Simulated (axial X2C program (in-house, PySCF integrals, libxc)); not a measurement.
**PH: properties at the nuclei**

Wanted for PH: properties at the nuclei, at the two-component level.

Method: two-component X2C with atomic mean-field terms, P dyall-av3z, H dyall-av3z; program: an in-house X2C program for linear molecules on PySCF integrals.

All values are calculated.

## 1. The job

Contents of task.json:

```json
{
 "zs": [
  15,
  1
 ],
 "q": 0,
 "bas": [
  "dyall-av3z",
  "dyall-av3z"
 ],
 "r0": 1.43,
 "levels": [
  "PBE0",
  "HF",
  "B3LYP"
 ],
 "nst": 1,
 "ff": 1,
 "thr": -3.5,
 "nmax": 130,
 "opt": {
  "ecut": 60
 }
}
```

Keys: zs atomic numbers; q charge; bas basis sets; r0 starting distance in Å; levels methods (HF also brings MP2); nst determinants followed; ff finite-field run; thr threshold in hartree for freezing inner shells (an s shell follows its p shell); nmax most natural virtual spinors; ecut virtual cutoff in hartree.

Started as:

```sh
python soeom.py task.json out
```

Nuclei are Gaussian, cores are contracted, and the Gaunt term is on.

## 2. Expectation values, lowest determinant

R = 1.432 Å. State: Ω = 1 (excess of +ω over −ω: ω = -1/2, ω = 3/2).

Output of the PBE0 run:

```text
two-component X2C + atomic mean field  PBE0
basis functions 88  fitting functions 459  grid points 4350
iter        total energy     max residual
   1       -342.527568336     1.46e-01
   2       -342.540336741     1.87e-03
   3       -342.540345869     9.66e-05
   4       -342.540346021     6.62e-05
   5       -342.540346068     4.04e-06
   6       -342.540346069     8.92e-07
converged
one-electron -484.30000464  Coulomb 159.77890462  exact exchange -5.75941600  xc functional -17.75523499  nuclear repulsion 5.54305738  atomic mean-field constant -0.04765244
```

The highest occupied spinor is 82% P p, 11% H p, 7% H d.

```tsv
level	Eeff magnitude (GV/cm)	Ws magnitude P (kHz)	A∥/gI P (MHz)	qzz P (a.u.)	A∥/gI H (MHz)	qzz H (a.u.)	μ (D)
PBE0	0.0353	0.0138	-159	-0.76	-4.55	0.17	0.45
HF	0.0655	0.0253	-81.1	-0.65	-5.7	0.17	0.50
B3LYP	0.0267	0.0105	-139	-0.72	-3.42	0.17	0.39
```

Eeff is the effective electric field on the electron dipole moment in this Ω state and Ws the scalar–pseudoscalar constant (defined with the proton number Z and per Ω); A∥ is the parallel hyperfine constant, which follows by multiplying with the nuclear g factor gI = μI/(I μN); qzz is the electric field gradient, eQq0 = 234.96 MHz × Q/barn × qzz; μ is positive if H is the positive end. The operators were transformed with the bare-nucleus X2C matrices.

## 3. Finite-field coupled cluster

Output:

```text
two-component X2C + atomic mean field  HF
basis functions 88  fitting functions 459  grid points 4350
iter        total energy     max residual
   1       -342.063359086     7.36e-02
   2       -342.070338985     5.19e-03
   3       -342.070738638     2.39e-03
   4       -342.070838139     9.49e-04
   5       -342.070865969     3.25e-04
   6       -342.070870198     1.91e-04
   7       -342.070872164     8.34e-05
   8       -342.070872496     1.48e-05
   9       -342.070872504     4.00e-06
  10       -342.070872504     6.85e-07
converged
one-electron -484.13053843  Coulomb 159.63070425  exact exchange -23.06644326  xc functional 0.00000000  nuclear repulsion 5.54305738  atomic mean-field constant -0.04765244
correlated 6  virtual 152  natural virtual 77  E(MP2) -0.108850618  MP2 remainder -0.001639611
iter   CCSD correlation   residual
   1     -0.124605468   9.59e-02
   2     -0.130894637   3.53e-02
   3     -0.131467166   9.75e-03
   4     -0.131561498   2.67e-03
   5     -0.131552924   9.90e-04
   6     -0.131558516   3.73e-04
   7     -0.131560378   1.12e-04
   8     -0.131559535   4.16e-05
   9     -0.131559597   1.43e-05
  10     -0.131559667   4.62e-06
  11     -0.131559715   1.30e-06
  12     -0.131559713   4.82e-07
(T) -0.004624883  T1 0.0243  D1 0.0475  max T2 0.080
```

T1 in the output is the amplitude norm over the root of the electron number; divide by √2 for the Lee–Taylor value.

6 electrons correlated in 77 natural virtual spinors, MP2 remainder added; T1 = 0.017.

```tsv
level	Eeff magnitude (GV/cm)	Ws magnitude P (kHz)	A∥/gI P (MHz)	qzz P (a.u.)	A∥/gI H (MHz)	μ (D)
HF	0.0655	0.0253	-81.1	-0.65	-5.7	0.50
MP2	0.024	0.0102	-88.4	-0.70	-8.27	0.43
CCSD	0.0251	0.0102	-65.7	-0.67	-5.79	0.42
CCSD(T)	0.0216	0.00894	-59.5	-0.68	-5.91	0.41
```

## 4. Results

```
                       quantity                                            value
             lowest determinant  Ω = 1 (excess of +ω over −ω: ω = -1/2, ω = 3/2)
   Eeff magnitude (GV/cm), PBE0                                           0.0353
     Ws magnitude P (kHz), PBE0                                           0.0138
            A∥/gI P (MHz), PBE0                                             -159
             qzz P (a.u.), PBE0                                            -0.76
Eeff magnitude (GV/cm), CCSD(T)                                           0.0216
  Ws magnitude P (kHz), CCSD(T)                                          0.00894
         A∥/gI P (MHz), CCSD(T)                                            -59.5
          qzz P (a.u.), CCSD(T)                                            -0.68
```

In the first state, the effective field runs from 0.0267 to 0.0655 GV/cm over the mean-field levels, so the levels don't agree on it. The expectation values come from single determinants, which for open shells can mix terms of unlike spin or miss the lowest Ω, so a determinant need not be a state. Eeff is the effective electric field on the electron dipole moment in this Ω state and Ws the scalar–pseudoscalar constant (defined with the proton number Z and per Ω); A∥ is the parallel hyperfine constant, which follows by multiplying with the nuclear g factor gI = μI/(I μN); qzz is the electric field gradient, eQq0 = 234.96 MHz × Q/barn × qzz; μ is positive if H is the positive end. The operators were transformed with the bare-nucleus X2C matrices. Correlation of the inner shells is missing, which matters for properties at the nucleus.
